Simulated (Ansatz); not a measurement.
We consider bcc Nb, described by LDA in Ansatz (PAW).

Settings: plane-wave cutoff 500 eV, 30×30×30 k mesh, Fermi–Dirac smearing 0.1 eV, no spin polarisation, scalar-relativistic PAW data made under PBE.

Computed at the level's own relaxed cell.

What does this level give for the volume per atom and equilibrium lattice constant a?


- volume per atom: 17.14 Å³/atom
- equilibrium lattice constant a: 3.249 Å

Measured, for comparison: equilibrium volume per atom 17.87 Å³/atom, lattice constant a 3.294 Å (static lattice: zero-point anharmonic expansion removed; as tabulated in Mejia-Rodriguez and Trickey (2018), arXiv:1807.09216). Computed (rounded) less measured: equilibrium volume per atom -4.1 %, lattice constant a -1.4 %.

Computed values are for the static lattice.

Ansatz is a first-principles code.
